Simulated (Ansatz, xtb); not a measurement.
Molecule: propyne, C3H4, net charge 0, singlet state. SMILES: CC#C
Geometry from a B3LYP-D3(BJ)/def2-TZVP (Ansatz, a quantum-chemistry and plane-wave program) optimisation:
```xyz
7

C     -0.0011    -0.0004     0.2181
C     -0.0068    -0.0029     1.4176
C      0.0060     0.0025    -1.2360
H     -0.0119    -0.0051     2.4795
H      0.0152     1.0232    -1.6237
H      0.8874    -0.5130    -1.6226
H     -0.8790    -0.5002    -1.6311
```

Harmonic wavenumbers from GFN2-xTB (xtb, at its own minimum), cm⁻¹: 296, 297, 645, 645, 997, 1033, 1034, 1388, 1456, 1456, 2304, 3003, 3005, 3012, 3402.

Problem. Give the harmonic wavenumbers at B3LYP-D3(BJ)/def2-TZVP (Ansatz, finite differences of forces, unscaled).

Solution. 347, 347, 662, 662, 945, 1058, 1058, 1417, 1478, 1478, 2229, 3033, 3090, 3090, 3474 cm⁻¹. Zero-point energy 34.8 kcal/mol.

Problem. From these and the geometry, give the ideal-gas thermochemistry at 298.15 K and 1 atm (rigid rotor, harmonic oscillator).

Solution. Point group C3v, rotational symmetry number 3. Rotational constants 160.7, 8.613, 8.613 GHz. S(trans) 36.99, S(rot) 18.64, S(vib) 3.37, S(elec, spin only) 0.00, S 59.0 cal/(mol K). H(298) - H(0) 3.07 kcal/mol; G - E(el) 20.3 kcal/mol.
